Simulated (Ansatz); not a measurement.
**H2O (triplet): the correlation ladder at distance H1–H2 along a hydrogen transfer = 0.778 Å, cc-pVDZ**

Aim: climb from Hartree-Fock through coupled cluster and multireference methods for H2O (triplet) at one geometry and basis, and see what each rung misses.

Computed with Ansatz 0.2.0, Gaussian basis. Level: cc-pVDZ, core rule «outside noble gas», up to 1 orbitals frozen.

The runs, in order: UHF; CCSD(T) on ROHF; CCSD(T) on UHF; BCCD(T) on ROHF; CISD; CCSDT(Q) on ROHF; CCSDT(Q) on UHF; CCSDTQ on ROHF; CCSDTQ on UHF; CASSCF and MRCISD+Q, 4 electrons in 4 orbitals; CASSCF and NEVPT2, 4 electrons in 4 orbitals; CASSCF and MRCISD+Q, 8 electrons in 6 orbitals; CASSCF and NEVPT2, 8 electrons in 6 orbitals.

### Step 1. What is computed

The geometry derives from fragments relaxed apart (PBE0/def2-TZVP) and kept rigid, so it is no stationary point. A hydrogen atom is moved between rigid fragments.

3 atoms, charge 0, spin multiplicity 3.

Atoms are counted from 1 here; the program's logs count them from 0.

Bond lengths: H1–H2 0.778 Å, H2–O3 1.188 Å. Angles: H1–H2–O3 180.0°.

### Step 2. UHF

in.yaml

```yaml
crystal:
  periodic: [false, false, false]
  atoms:
    - {symbol: H, position_ang: [0.000000, 0.000000, -0.914667]}
    - {symbol: H, position_ang: [0.000000, 0.000000, -0.136667]}
    - {symbol: O, position_ang: [0.000000, 0.000000, 1.051333]}
basis:
  gaussian: {orbitals: cc-pVDZ}
magnetization: {spin_polarized: true, initial_magnetization: 2}
hamiltonian: {xc: hf}
output: {orbitals: {seedname: orbitals}}
```

On the command line:

```bash
$ ansatz run in.yaml --threads 1 --pin off --events-out ev --progress --plain --max-ram 3968MiB --backend cpu
```

The runs that follow: CCSD(T) on ROHF; CCSD(T) on UHF; BCCD(T) on ROHF; CISD; CCSDT(Q) on ROHF; CCSDT(Q) on UHF; CCSDTQ on ROHF; CCSDTQ on UHF; CASSCF and MRCISD+Q, 4 electrons in 4 orbitals; CASSCF and NEVPT2, 4 electrons in 4 orbitals; CASSCF and MRCISD+Q, 8 electrons in 6 orbitals; CASSCF and NEVPT2, 8 electrons in 6 orbitals.

Before running them: what should the planned runs give, taken together? Wanted: UCCSDTQ below the RHF energy; RMP2 from UCCSDTQ; UMP2 from UCCSDTQ; RCCSD from UCCSDTQ; RCCSD(T) from UCCSDTQ; UCCSD(T) from UCCSDTQ; RCCSDT(Q) from UCCSDTQ; UCCSDT(Q) from UCCSDTQ; NEVPT2 pair from UCCSDTQ.

As calculated:

| quantity | value |
| --- | --- |
| UCCSDTQ below the RHF energy | -5.0844 eV |
| RMP2 from UCCSDTQ | +16.57 kcal/mol |
| UMP2 from UCCSDTQ | +16.31 kcal/mol |
| RCCSD from UCCSDTQ | +1.77 kcal/mol |
| RCCSD(T) from UCCSDTQ | +0.35 kcal/mol |
| UCCSD(T) from UCCSDTQ | +0.32 kcal/mol |
| RCCSDT(Q) from UCCSDTQ | +0.03 kcal/mol |
| UCCSDT(Q) from UCCSDTQ | +0.01 kcal/mol |
| NEVPT2 pair from UCCSDTQ | +12.84 kcal/mol |
| NEVPT2 valence from UCCSDTQ | +17.90 kcal/mol |
| MRCISD+Q valence from UCCSDTQ | +0.33 kcal/mol |
| levels within 1 kcal/mol (43 meV) | RCCSD(T), UCCSD(T), BCCD(T), RCCSDT, UCCSDT, RCCSDT(Q), UCCSDT(Q), RCCSDTQ, MRCISD+Q valence |
| T1 diagnostic | 0.035 |
| effectively unpaired electrons | 2.01 |

What this shows: RCCSD(T) lands +0.35 kcal/mol from the yardstick (0.3 % of the correlation energy). One determinant dominates. Of the multireference levels listed MRCISD+Q valence comes nearest in total energy (+0.33 kcal/mol), which doesn't show that its space is the better one. These misses are within one basis, not against nature; the frozen cores of restricted and unrestricted runs differ, which can shift their rows.
